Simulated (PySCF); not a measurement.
# NaB: bond curves at several levels of theory

The task here is to estimate one member of a computed series from the others.

Method: Na def2-SVPD, B def2-SVPD, no relativity; program: PySCF 2.14.0.

Set-up of the first run:

A driver script around PySCF takes these settings:

```yaml
atoms: Na, B
charge: 0
basis: Na def2-SVPD, B def2-SVPD
Hamiltonian: no relativity
basis_functions: 38
electrons_treated: 16
masses_in_u: 22.9898, 11.0093
levels: PBE0, PBE, r²SCAN, B97-3, TPSS, BP86, LC-ωPBE, HF, MP2, SCS-MP2, CCSD, CCSD(T)
grid: 80 radial by 434 angular points
occupations: held fixed by the projection of orbital angular momentum
dissociation_limit: Na + B, each in its ground configuration
starting_distance_in_angstrom: 2.390
values_of_2S_to_try: 0, 2
```

Started as:

```sh
OMP_NUM_THREADS=1 python dia.py task.json out
```

Among the steps run: The job; First curve: PBE0; Other states along the same grid; PBE (GGA); r²SCAN; B97-3; TPSS; BP86 (GGA); LC-ωPBE; UHF (mean field); Correlated methods on the Hartree–Fock reference.

One of the session's tables, all rows but one given; the rest of the session is left out.

Energy (eV) from each level's lowest point:

```
R (Å)    UHF  UHF-MP2  UHF-SCS-MP2  UHF-CCSD  UHF-CCSD(T)
2.142  0.351    0.331        0.329       n/a          n/a
2.242  0.164    0.154        0.152     0.160        0.162
2.341  0.057    0.052        0.051     0.057        0.059
2.416  0.016    0.014        0.013     0.017        0.017
2.491  0.000    0.000        0.000     0.000        0.000
2.566  0.004    0.006        0.006     0.001        0.001
2.665      ?        ?            ?         ?            ?
2.790  0.084    0.105        0.103     0.074        0.073
2.939  0.156    0.216        0.205     0.151        0.152
3.139  0.235    0.370        0.336       n/a          n/a
```

**Question.** Estimate the row for R (Å) = 2.665.

Worked estimate for «UHF». A straight line through the neighbours (2.566, 0.004) and (2.790, 0.084) gives 0.004 + (0.084 − 0.004) × (2.665 − 2.566) / (2.790 − 2.566) = 0.039; a parabola fitted to 4 rows on both sides gives 0.034.

**Answer.** UHF: 0.030; UHF-MP2: 0.037; UHF-SCS-MP2: 0.038; UHF-CCSD: 0.024; UHF-CCSD(T): 0.023. In «UHF» the line misses by +0.009 and the parabola by +0.004.
